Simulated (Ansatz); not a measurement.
This geometry of BH3O + ClH (7 atoms, charge 0, multiplicity 1) is a first-order saddle point.

Level of theory: RKS B3LYP-D4/def2-SVP (Ansatz).

```xyz
7
Properties=species:S:1:pos:R:3
B 0.037 0.059 0.151
O -0.059 -0.059 1.632
H -0.951 -0.304 1.919
H 1.137 -0.129 -0.279
H -0.969 -0.184 -0.460
Cl 0.042 2.286 0.489
H 0.004 1.215 1.573
```

Task: Which two structures does it join? (They come from a converged band through this point; their orientation in space is the band's.)

Result: Bonds broken: Cl6–H7. Bonds formed: B1–Cl6, O2–H7. BH3O + ClH becomes BClH4O.

First end point:

```xyz
7
Properties=species:S:1:pos:R:3
B -0.144 -0.430 -0.010
O -0.494 0.132 1.172
H -1.114 -0.387 1.702
H 0.625 0.189 -0.698
H -0.600 -1.503 -0.329
Cl 0.773 3.025 1.606
H 0.195 1.859 1.581
```

Last end point:

```xyz
7
Properties=species:S:1:pos:R:3
B 0.009 0.361 0.020
O -0.154 -0.098 1.621
H -1.048 0.164 1.905
H 1.159 0.080 -0.218
H -0.867 -0.268 -0.523
Cl -0.313 2.186 0.080
H 0.454 0.459 2.140
```

Task: How far does it lie above each of them?

Result: 19.5 kcal/mol above the first and 16.2 kcal/mol above the second. This is the barrier of this one path; another mechanism may lie lower. The orbitals stay closed-shell, which can raise the energy where a bond breaks towards radicals; this wasn't checked here.

Time of the run: 95 s on 1 thread of Intel(R) Xeon(R) Platinum 8488C (Sapphire Rapids), with other jobs on the host, peak memory 0.14 GiB.
